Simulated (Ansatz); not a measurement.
BCl2H (BHCl₂), relaxed as a singlet with RKS r2SCAN-D4/def2-TZVP in Ansatz, starting from the GFN2-xTB geometry. Force threshold 0.02 eV/Å.

Start:

| atom | x (Å) | y (Å) | z (Å) |
| --- | --- | --- | --- |
| B1 | -0.0852 | 0.0845 | 0.0525 |
| Cl2 | 0.1333 | 0.0425 | -1.6340 |
| Cl3 | 0.7939 | -0.9725 | 1.0555 |
| H4 | -0.8420 | 0.8455 | 0.5260 |

Q: Estimate the energy that the relaxation releases and the steps that it takes.

A: 0.04 eV, in 4 steps; 4.9 s on 2 threads of Arm Neoverse V2 on a shared host. No frequencies were taken in this run, so the end may be a saddle point.

Q: Does the start keep its bonding and symmetry?

A: By distances, no bond broke or formed. The bond that changes most is B1–Cl2, from 1.70 to 1.74 Å (atoms count from 1). Point group C2v at the start, C2v at the end, both within 0.05 Å.

Q: Predict the relaxed structure.

A: 
| atom | x (Å) | y (Å) | z (Å) |
| --- | --- | --- | --- |
| B1 | -0.086 | 0.086 | 0.054 |
| Cl2 | 0.131 | 0.049 | -1.671 |
| Cl3 | 0.808 | -0.991 | 1.085 |
| H4 | -0.853 | 0.855 | 0.532 |
Bond lengths: 2 × B–Cl 1.74 Å; 1 × B–H 1.19 Å.
